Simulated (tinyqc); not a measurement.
Worked calculation: G0W0 on RHF in the sto-3g basis, for H2O, spin multiplicity 1. One step of it, computed by the program tinyqc.

Task: Screening: direct RPA. With D = e_a - e_i and K = (ia|jb): diagonalise D^(1/2) (D + 4K) D^(1/2) = Z w^2 Z^T; X + Y = D^(1/2) Z w^(-1/2), each column of Z with its largest component positive (the first on a tie); E_c = (sum w - tr (D + 2K)) / 2.

orbital energies (hartree): MO1 -20.254711, MO2 -1.225135, MO3 -0.570117, MO4 -0.440592, MO5 -0.387252, MO6 0.514722, MO7 0.636054

Two-electron integrals over orbitals (pq|rs), unique and non-zero (hartree):
```
(11|11) 4.746015    (21|11) -0.424370   (21|21) 0.060067    (22|11) 1.013352
(22|21) -0.014476   (22|22) 0.723320    (31|31) 0.010647    (32|31) 0.017027
(32|32) 0.135591    (33|11) 0.773185    (33|21) -0.004567   (33|22) 0.624620
(33|33) 0.606281    (41|11) 0.172102    (41|21) -0.022120   (41|22) 0.013627
(41|33) 0.005849    (41|41) 0.025549    (42|11) -0.142017   (42|21) 0.008468
(42|22) -0.014551   (42|33) 0.005199    (42|41) 0.018706    (42|42) 0.128701
(43|31) -0.002790   (43|32) 0.025847    (43|43) 0.052290    (44|11) 0.960153
(44|21) -0.012057   (44|22) 0.667540    (44|33) 0.576825    (44|41) -0.009729
(44|42) -0.099343   (44|44) 0.732439    (51|51) 0.025991    (52|51) 0.032942
(52|52) 0.148160    (53|53) 0.027098    (54|51) -0.012477   (54|52) -0.045204
(54|54) 0.051154    (55|11) 1.115350    (55|21) -0.011974   (55|22) 0.751264
(55|33) 0.610269    (55|41) 0.004822    (55|42) -0.076603   (55|44) 0.705820
(55|55) 0.880159    (61|11) -0.212483   (61|21) 0.032149    (61|22) -0.001708
(61|33) 0.000459    (61|41) 0.001658    (61|42) 0.020658    (61|44) -0.017002
(61|55) -0.005689   (61|61) 0.027703    (62|11) 0.282203    (62|21) -0.006334
(62|22) 0.135850    (62|33) 0.069035    (62|41) 0.018483    (62|42) 0.027661
(62|44) 0.072401    (62|55) 0.148031    (62|61) 0.008785    (62|62) 0.097187
(63|31) 0.002758    (63|32) -0.039094   (63|43) -0.034960   (63|63) 0.074328
(64|11) 0.251536    (64|21) -0.003077   (64|22) 0.114928    (64|33) 0.046394
(64|41) 0.001597    (64|42) -0.042451   (64|44) 0.129679    (64|55) 0.137430
(64|61) -0.001275   (64|62) 0.061291    (64|64) 0.086357    (65|51) 0.014084
(65|52) 0.054329    (65|54) 0.002958    (65|65) 0.035811    (66|11) 0.787163
(66|21) -0.007280   (66|22) 0.599566    (66|33) 0.556532    (66|41) 0.019057
(66|42) 0.052158    (66|44) 0.545389    (66|55) 0.580888    (66|61) 0.008714
(66|62) 0.093558    (66|64) 0.049506    (66|66) 0.586777    (71|31) 0.014631
(71|32) 0.022156    (71|43) -0.003932   (71|63) 0.003264    (71|71) 0.020144
(72|31) 0.014474    (72|32) 0.049745    (72|43) -0.031785   (72|63) 0.031970
(72|71) 0.018948    (72|72) 0.066030    (73|11) 0.367609    (73|21) -0.007130
(73|22) 0.155112    (73|33) 0.088987    (73|41) -0.000411   (73|42) -0.077254
(73|44) 0.149735    (73|55) 0.198202    (73|61) -0.006118   (73|62) 0.071837
(73|64) 0.092842    (73|66) 0.041926    (73|73) 0.156906    (74|31) -0.008692
(74|32) -0.074417   (74|43) -0.007827   (74|63) 0.051269    (74|71) -0.011880
(74|72) -0.017212   (74|74) 0.070117    (75|53) 0.023857    (75|75) 0.024917
(76|31) 0.008153    (76|32) 0.091038    (76|43) 0.057426    (76|63) -0.066573
(76|71) 0.010843    (76|72) -0.005980   (76|74) -0.059592   (76|76) 0.113921
(77|11) 0.850043    (77|21) -0.009088   (77|22) 0.613902    (77|33) 0.591852
(77|41) 0.003870    (77|42) -0.017511   (77|44) 0.589941    (77|55) 0.615159
(77|61) -0.004207   (77|62) 0.064194    (77|64) 0.048119    (77|66) 0.555321
(77|73) 0.095532    (77|77) 0.604606
```

Give: D^(1/2) (D + 4K) D^(1/2); excitation energies w; X + Y; RPA correlation energy.

Result:

D^(1/2) (D + 4K) D^(1/2) (hartree^2):
```
          1>6       1>7     2>6      2>7     3>6      3>7      4>6      4>7
1>6  433.6709    0.0000  0.2112   0.0000  0.0000  -0.1225  -0.0227   0.0000
1>7    0.0000  438.1074  0.0000   0.4726  0.0622   0.0000   0.0000  -0.2254
2>6    0.2112    0.0000  3.7035   0.0000  0.0000   0.4163   0.3161   0.0000
2>7    0.0000    0.4726  0.0000   3.9556  0.1817   0.0000   0.0000  -0.0975
3>6    0.0000    0.0622  0.0000   0.1817  1.4994   0.0000   0.0000   0.2216
3>7   -0.1225    0.0000  0.4163   0.0000  0.0000   2.2119   0.3986   0.0000
4>6   -0.0227    0.0000  0.3161   0.0000  0.0000   0.3986   1.2426   0.0000
4>7    0.0000   -0.2254  0.0000  -0.0975  0.2216   0.0000   0.0000   1.4611
5>6    0.0000    0.0000  0.0000   0.0000  0.0000   0.0000   0.0000   0.0000
5>7    0.0000    0.0000  0.0000   0.0000  0.0000   0.0000   0.0000   0.0000

        5>6     5>7
1>6  0.0000  0.0000
1>7  0.0000  0.0000
2>6  0.0000  0.0000
2>7  0.0000  0.0000
3>6  0.0000  0.0000
3>7  0.0000  0.0000
4>6  0.0000  0.0000
4>7  0.0000  0.0000
5>6  0.9428  0.0000
5>7  0.0000  1.1491
```

excitation energies w (hartree): 0.9710  1.0438  1.0720  1.1152  1.3041  1.4807  1.9687  1.9928  20.8248  20.9310

X + Y:
```
          1        2       3        4        5        6        7        8
1>6  0.0000   0.0000  0.0000   0.0000   0.0000   0.0016  -0.0012   0.0000
1>7  0.0000   0.0000  0.0000   0.0017   0.0011   0.0000   0.0000  -0.0036
2>6  0.0000  -0.0837  0.0000   0.0000   0.0000  -0.3349   0.8920   0.0000
2>7  0.0000   0.0000  0.0000   0.0927  -0.0348   0.0000   0.0000   0.9635
3>6  0.0000   0.0000  0.0000  -0.6726   0.6640   0.0000   0.0000   0.0519
3>7  0.0000  -0.3360  0.0000   0.0000   0.0000   0.8207   0.2150   0.0000
4>6  0.0000   0.9066  0.0000   0.0000   0.0000   0.2239   0.1083   0.0000
4>7  0.0000   0.0000  0.0000   0.7151   0.6224   0.0000   0.0000  -0.0238
5>6  0.9638   0.0000  0.0000   0.0000   0.0000   0.0000   0.0000   0.0000
5>7  0.0000   0.0000  0.9770   0.0000   0.0000   0.0000   0.0000   0.0000

           9       10
1>6   0.9987   0.0000
1>7   0.0000   0.9990
2>6   0.0001   0.0000
2>7   0.0000   0.0003
3>6   0.0000   0.0000
3>7  -0.0001   0.0000
4>6   0.0000   0.0000
4>7   0.0000  -0.0001
5>6   0.0000   0.0000
5>7   0.0000   0.0000
```

RPA correlation energy = -0.062220 hartree
